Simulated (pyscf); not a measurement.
Substitution at C: H₃C–Ga(OH)–OH (SMILES [CH3][Ga]([OH])[OH]) + CH₃• (SMILES [CH3]) -> H₃C–CH₃ (SMILES CC) + [HO–Ga–OH]• (SMILES [OH][Ga][OH])

Gas phase, doublet surface, charge 0. Bonds broken: C1–Ga2. Bonds formed: C1–C10. PySCF, gas phase, ωB97X-D3(BJ)/def2-SVP geometries.

Transition state (Å):

```xyz
13

C     -0.1823     0.6911     0.6498
Ga    -1.8238     0.0079    -0.7104
O     -1.2685    -1.4108    -1.6644
O     -3.5205     0.4606    -1.1324
H     -0.7647     0.5177     1.5549
H     -0.1481     1.6934     0.2227
H      0.4095    -0.1159     0.2124
H     -1.9374    -1.7507    -2.2710
H     -3.8745     1.2167    -0.6520
C      1.4467     1.1528     1.8103
H      1.1276     2.0085     2.4174
H      1.6430     0.2474     2.3969
H      2.2434     1.3937     1.0965
```

One imaginary mode, 1092i cm⁻¹; descent along it reached the two sides named.

```tsv
bond	change	reactant side (Å)	saddle	product side
C1–Ga2	breaks	1.946	2.239	3.7
C1–C10	forms	3.6	2.053	1.528
```

Electronic energies relative to the separated reactants (eV):

| level | barrier | reaction energy | reverse barrier |
|---|---|---|---|
| ωB97X-D3(BJ)/def2-TZVP | 1.36 | -0.65 | 2.01 |
| PBE/def2-TZVP | 0.85 | -0.87 | 1.72 |
| r²SCAN/def2-TZVP | 1.11 | -0.64 | 1.75 |
| B3LYP-D3(BJ)/def2-TZVP | 1.09 | -0.76 | 1.85 |
| PBE0-D3(BJ)/def2-TZVP | 1.12 | -0.77 | 1.89 |
| M06-2X/def2-TZVP | 1.23 | -0.78 | 2.00 |
| ωB97M-D3(BJ)/def2-TZVP | 1.30 | -0.77 | 2.07 |
| HF/def2-TZVP | 2.11 | -0.48 | 2.59 |

With ωB97M-D3(BJ)/def2-TZVP energies and thermal terms (ideal gas, 1 atm, RRHO with modes under 100 cm⁻¹ raised to 100, one conformer, R ln 2 for chiral ones without a mode under 150 cm⁻¹), in eV:

| T (K) | ΔH‡ | ΔG‡ | ΔH | ΔG |
|---|---|---|---|---|
| 298 | 1.39 | 1.81 | -0.60 | -0.58 |
| 600 | 1.39 | 2.23 | -0.67 | -0.53 |
| 900 | 1.40 | 2.65 | -0.70 | -0.45 |
| 1200 | 1.42 | 3.07 | -0.72 | -0.36 |

One saddle was located; it need not be the lowest between these sides. The angle at the attacked C is 174°. Elements up to Kr have no core potential and no relativistic terms here.
